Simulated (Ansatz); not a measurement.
# Si2NH6 (SMILES N[SiH][SiH3]) at UHF/STO-3G

What is the vertical doublet–quartet gap of Si2NH6 at UHF/STO-3G? 

The results are computed with Ansatz 0.2.0.

26 further runs of the same task are left out: 26 set aside as unsound or not needed. Runs told in other sessions of the task aren't counted.

## Step 1: The system as given

The species is Si2NH6 (9 atoms), meant as a doublet with charge 0. As SMILES, `N[SiH][SiH3]`. The coordinates come from a PBE0-D4/def2-TZVP relaxation. This is one conformer, not always the lowest.

Bond lengths: N1–Si2 1.725 Å, Si2–Si3 2.338 Å, N1–H4 1.007 Å, N1–H5 1.007 Å, Si2–H6 1.494 Å, Si3–H7 1.491 Å, Si3–H8 1.490 Å, Si3–H9 1.488 Å. Some angles: N1–Si2–Si3 110.8°, N1–Si2–H6 105.7°, Si3–Si2–H6 112.7°, Si2–N1–H4 121.0°, Si2–N1–H5 120.5°, Si2–Si3–H7 114.8°, Si2–Si3–H8 108.4°, Si2–Si3–H9 108.6°, H4–N1–H5 111.4°, H7–Si3–H8 107.8°.

## Step 2: A single-point energy at UHF/STO-3G

File in.yaml:

```yaml
crystal:
  periodic: [false, false, false]
  atoms:
    - symbol: "N"
      position_ang: [-0.800100, 0.840300, -1.401300]
    - symbol: Si
      position_ang: [-0.412600, 0.902100, 0.278900]
    - symbol: Si
      position_ang: [0.627800, -1.077000, 0.962500]
    - symbol: H
      position_ang: [-1.356700, 0.089900, -1.777700]
    - symbol: H
      position_ang: [-0.920900, 1.689300, -1.930000]
    - symbol: H
      position_ang: [0.461600, 2.102100, 0.448200]
    - symbol: H
      position_ang: [1.938500, -1.353900, 0.307200]
    - symbol: H
      position_ang: [-0.282400, -2.217000, 0.659800]
    - symbol: H
      position_ang: [0.833300, -1.021900, 2.435300]
basis:
  gaussian: {orbitals: STO-3G}
magnetization: {spin_polarized: true, initial_magnetization: 1}
accuracy: high
total_charge: 0
hamiltonian: {xc: hf}
output: {orbitals: {seedname: orbitals}}
```

The run is started by

```
ansatz run in.yaml --threads 1 --pin off --max-ram 2610MiB --events-out events.jsonl --progress --plain --runs-dir runs
```

Standard output:

```text
Warning: RAYON_NUM_THREADS=1 ignored (pool sized by the plan → 1); use --threads N
Functional definition: HF
  name "HF"
  exchange = exact_x
  correlation = 0
557 factors; integrals over basis functions are off by at most 1.5e-8 eV
mean field evaluation 1: about -17098.5281 eV, gradient 1.1e1 eV
mean field evaluation 2: about -17098.5783 eV, gradient 1.1e1 eV
mean field evaluation 4: about -17099.5715 eV, gradient 1.3e0 eV
mean field evaluation 8: about -17099.6112 eV, gradient 2.3e-4 eV
mean field -17099.61027148 eV, -628.3990869449 hartree, gradient 2.5e-8 eV, S^2 0.752115; 0 other end points of the search recorded, 0 dependent functions left out
reference -17099.61027148 eV, -628.3990869449 hartree; 21, 20 occupied and 8, 9 virtual orbitals, 557 factors
Total energy: -17099.61027148 eV, -628.3990869449 hartree
```

It took 0.16 s on 1 thread of AMD EPYC 9R45 (Zen 5), shared host.

## Step 3: The quartet at the same level

File input.yaml:

```yaml
crystal:
  periodic: [false, false, false]
  atoms:
    - {symbol: N, position_ang: [-0.800100, 0.840300, -1.401300]}
    - {symbol: Si, position_ang: [-0.412600, 0.902100, 0.278900]}
    - {symbol: Si, position_ang: [0.627800, -1.077000, 0.962500]}
    - {symbol: H, position_ang: [-1.356700, 0.089900, -1.777700]}
    - {symbol: H, position_ang: [-0.920900, 1.689300, -1.930000]}
    - {symbol: H, position_ang: [0.461600, 2.102100, 0.448200]}
    - {symbol: H, position_ang: [1.938500, -1.353900, 0.307200]}
    - {symbol: H, position_ang: [-0.282400, -2.217000, 0.659800]}
    - {symbol: H, position_ang: [0.833300, -1.021900, 2.435300]}
basis:
  gaussian:
    orbitals: STO-3G
total_charge: 0
magnetization:
  spin_polarized: true
  initial_magnetization: 3
hamiltonian:
  xc: hf
accuracy: high
output:
  orbitals: {seedname: orbitals}
```

The run is started by

```
ansatz run input.yaml --threads 1 --pin off --max-ram 2610MiB --events-out events.jsonl --progress --plain --runs-dir runs
```

Standard output:

```text
Warning: RAYON_NUM_THREADS=1 ignored (pool sized by the plan → 1); use --threads N
Functional definition: HF
  name "HF"
  exchange = exact_x
  correlation = 0
557 factors; integrals over basis functions are off by at most 1.5e-8 eV
mean field evaluation 1: about -17086.4760 eV, gradient 1.3e1 eV
mean field evaluation 2: about -17086.6057 eV, gradient 1.3e1 eV
mean field evaluation 4: about -17089.2271 eV, gradient 3.2e0 eV
mean field evaluation 8: about -17089.9267 eV, gradient 1.4e-1 eV
mean field evaluation 16: about -17089.9241 eV, gradient 2.0e-8 eV
mean field evaluation 32: about -17090.1622 eV, gradient 1.5e-8 eV
mean field evaluation 64: about -17089.8054 eV, gradient 2.1e0 eV
mean field evaluation 96: about -17088.2085 eV, gradient 7.8e0 eV
mean field evaluation 128: about -17087.9160 eV, gradient 8.2e0 eV
mean field -17090.16216202 eV, -628.0518753262 hartree, gradient 5.4e-8 eV, S^2 3.758002; 3 other end points of the search recorded, 0 dependent functions left out
reference -17090.16216202 eV, -628.0518753262 hartree; 22, 19 occupied and 7, 10 virtual orbitals, 557 factors
Total energy: -17090.16216202 eV, -628.0518753262 hartree
```

Run time: 0.36 s. Hardware: 1 thread of AMD EPYC 9R45 (Zen 5), shared host.

## Step 4: Outcome

At UHF/STO-3G:

| quantity | value |
| --- | --- |
| doublet: total energy | -628.39909 Eh |
| doublet: HOMO energy (highest over α and β) | -4.92 eV |
| doublet: LUMO energy (lowest over α and β) | 6.39 eV |
| doublet: ⟨S²⟩ | 0.752 |
| quartet: total energy | -628.05188 Eh |
| quartet: ⟨S²⟩ | 3.758 |
| vertical energy of the quartet above the doublet | 9.448 eV |

**Reading.** At this shape the quartet lies 9.45 eV (912 kJ/mol) above the doublet. In a minimal basis such a difference can be off by several eV, whatever the method.
